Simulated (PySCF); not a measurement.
Below is a simulated gas-phase C 1s photoelectron spectrum of `C=CC#CC`.

Every computed line was given a Gaussian of 0.7 eV full width at half maximum and an area set by the number of equivalent atoms; the highest printed point is 100. Theory: delta-SCF UKS SCAN, pcX-2 on the ionised atom, pcseg-1 elsewhere, spin-free X2C in PySCF 2.14.0.

binding energy (eV), intensity and a bar:
```
    289.0          0 
    289.1          1 
    289.2          2 
    289.3          4 #
    289.4          9 ###
    289.5         18 #####
    289.6         31 #########
    289.7         50 ###############
    289.8         70 #####################
    289.9         88 ##########################
    290.0         99 ##############################
    290.1        100 ##############################
    290.2         90 ###########################
    290.3         73 ######################
    290.4         54 ################
    290.5         38 ###########
    290.6         28 ########
    290.7         25 #######
    290.8         27 ########
    290.9         32 ##########
    291.0         39 ############
    291.1         44 #############
    291.2         48 ##############
    291.3         49 ###############
    291.4         49 ###############
    291.5         46 ##############
    291.6         41 ############
    291.7         35 ##########
    291.8         26 ########
    291.9         19 ######
    292.0         12 ###
    292.1          7 ##
    292.2          3 #
    292.3          2 
    292.4          1 
    292.5          0 
    292.6          0
```

Count the maxima, the lines and the sites behind this envelope.

The curve has 2 maxima (at 290.1 and 291.3 eV). Under it lie 5 lines from 5 inequivalent carbon sites. At this width some lines have no maximum of their own.

Decompose the envelope and assign each component. Numbering: `[CH2:1]=[CH:2][C:3]#[C:4][CH3:5]`.

| position (eV) | relative area | line | atoms | environment |
| --- | --- | --- | --- | --- |
| 290.02 | 1 | C 1s | C1 | terminal =CH2 carbon |
| 290.07 | 1 | C 1s | C4 | alkyne carbon |
| 290.09 | 1 | C 1s | C3 | alkyne carbon |
| 291.09 | 1 | C 1s | C2 | alkene CH carbon |
| 291.56 | 1 | C 1s | C5 | propargylic carbon |

What are the centre and the root-mean-square width of the whole band?

The area-weighted mean of the lines is 290.56 eV. Their own spread about it is 0.64 eV (rms) and each Gaussian has σ = 0.7/2.355 = 0.30 eV; the variances add, which gives 0.71 eV.

Lowest listed C 1s: C1, bonded to C (double bond) and 2 H. Highest, 1.54 eV above it: C5, bonded to C and 3 H. The widest gap between neighbouring values is 1.00 eV, between 290.09 and 291.09 eV. Summing the Pauling electronegativity differences to the bonded atoms, each weighted by its formal bond order, gives -0.70 for the lowest site and -1.05 for the highest; the largest sum, 0.00, belongs to C3, 1.47 eV below the top. The smallest sum, -1.05, belongs to C5, 1.54 eV above the lowest. The values 290.07 and 290.09 eV lie too close for their order to be trusted.

Shake-up satellites, vibrational structure and lifetime widths aren't simulated. Spin contamination (⟨S²⟩ against 0.75 for a pure doublet) is marked for C 1s of C2 (0.92), C 1s of C3 (0.90) and C 1s of C4 (0.88), which makes these values less certain. Geometry: PBE0-D3(BJ)/def2-SVP; no solvent, vibrations or thermal averaging.

Time: 27 s wall. Hardware: one thread of an x86-64 server, on a shared host.
